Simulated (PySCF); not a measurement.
Compound: H3SiCH2F, CH₅FSi.
InChI=1S/CH5FSi/c2-1-3/h1H2,3H3

The closed-shell ground state was solved at several levels (PySCF, density fitting, gas phase, non-relativistic). Isolated species at its PBE0-D3(BJ)/def2-TZVP geometry, gas phase.

```
         level  basis functions  total energy (Eh)  HOMO (eV)  LUMO (eV)  gap (eV)  dipole (D)
  KT3/pcSseg-2              185          -434.6250      -7.41      -0.60      6.81        1.53
 PBE0/pcSseg-2              185          -430.2305      -8.77       0.24      9.01        1.65
B97-2/pcSseg-2              185          -430.4714      -8.50       0.27      8.77        1.64
```

Problem. Estimate the row for wB97X-D/pcSseg-2, a basis of 185 functions; the other rows only guide the guess.

Solution. Total energy -430.4606 Eh, HOMO -10.66 eV, LUMO 1.94 eV, gap 12.60 eV, dipole 1.68 D.

Problem. Over all these levels, which gives the widest orbital gap and which the narrowest?

Solution. wB97X-D/pcSseg-2 (range-separated hybrid) has the widest, 12.60 eV, and KT3/pcSseg-2 (GGA) the narrowest, 6.81 eV. From the narrowest to the widest the HOMO moves by -3.25 eV and the LUMO by +2.54 eV.

Problem. In the pcSseg-2 basis, how does the gap go with the fixed share of exact exchange?

Solution. KT3 (0 %) 6.81 eV; B97-2 (21 %) 8.77 eV; PBE0 (25 %) 9.01 eV. Each rise in the share widens the gap here.

Problem. How far do the dipole and the HOMO energy spread over the levels?

Solution. The dipole runs from 1.53 to 1.68 D (mean 1.62 D) and the HOMO from -10.66 to -7.41 eV.

wB97X-D is run here without its empirical dispersion term; that term would change no orbital, density or response property at a fixed geometry.
